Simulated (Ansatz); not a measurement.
A made-up structure of BSiH4S, doublet:

```xyz
7
angstrom
Si -0.7900 0.6394 -0.2930
B 0.6373 -0.0134 0.9009
S 1.8789 -1.1836 1.1432
H 0.3464 0.1690 1.9984
H -0.4893 2.0486 -0.6634
H -2.0810 0.6036 0.4456
H 1.7951 -1.9456 0.0178
```

It is relaxed with PBE-D4/def2-SVP and then PBE0-D4/def2-TZVP (Ansatz 0.2.0). Atoms count as bonded within 1.22 times the sum of their covalent radii (H–H: 0.88 Å). The end point is not checked to be a true minimum.

Question: Does its bonding change? (Judge from chemistry; the calculation decides.)

Answer: The calculation gives: No: no bond forms or breaks.

Where it ends: The first stage lowers the energy by 0.90 eV in 13 steps. It ends as BSiH₄S ([SiH2][BH][SH]):
Si1  (-0.713, 0.679, 0.082)
B2  (0.412, -0.232, 1.359)
S3  (1.900, -1.106, 0.927)
H4  (0.143, -0.245, 2.521)
H5  (-0.408, 0.715, -1.369)
H6  (-1.951, 1.411, 0.432)
H7  (1.914, -0.906, -0.403)
(Å)

Labels in which every atom is bracketed show which atoms are joined, not bond orders.

For scale, one of the runs: PBE0-D4/def2-TZVP relaxation, 129 basis functions, launched by `ansatz run in.yaml --threads 2 --pin off --events-out ev --progress --plain --max-ram 4352MiB`. Hardware: 2 CPU threads of an Arm Neoverse V1, shared host. Wall time about 21 s.
